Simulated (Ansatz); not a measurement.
Compare A (`CCC(N)=O`) with its isomer B (`C/N=C/OC`).

Isolated molecules relaxed with PBE0-D4/def2-TZVP in Ansatz; ΔE leaves out vibrations. CCSD(T)/CBS is the MP2 limit (def2-TZVPP, def2-QZVPP) plus CCSD(T) − MP2 in def2-TZVPP, frozen cores. DFT in def2-TZVPP. B3LYP here is the variant with VWN-RPA as its local correlation; programs differ in this. Each species was taken in one conformer, which may not be the lowest.

(1) Which isomer does CCSD(T)/CBS put lower? Give the gap. (Estimate.)

(2) Give E(B) − E(A) in kJ/mol with B3LYP-D4, MP2/def2-TZVPP, PBE-D4, LDA (SPW92), ωB97M-V, PBE0-D4, HF/def2-TZVPP. (Estimate.)

(3) Does the order hold for the free energy at 298.15 K (harmonic terms from PBE0-D4)? (Best estimate.)

Largest T1 diagnostic: 0.013.

Answers

(1) Computed: A, by 137.9 kJ/mol.

(2) The calculation gave: B3LYP-D4 134.6, MP2/def2-TZVPP 141.8, PBE-D4 137.6, LDA (SPW92) 140.9, ωB97M-V 141.0, PBE0-D4 143.2, HF/def2-TZVPP 138.2. None reverses the order clearly.

(3) The calculation gave: Yes: G(B) − G(A) = +141.9 kJ/mol, for one conformer each. Modes under 60 cm⁻¹, often nearly free rotors, make the harmonic entropy too high.

From PBE to PBE0 (25 % exact exchange), in def2-TZVPP and without D4, E(B) − E(A) moves by +5.8 kJ/mol. Leaving LDA and LC-ωPBE aside and taking each functional with its dispersion term where it has one, the values, not all of them listed here, spread over 17.1 kJ/mol, from BLYP-D4 to r2SCAN0-D4. LDA lies +4.2 kJ/mol from PBE without D4.
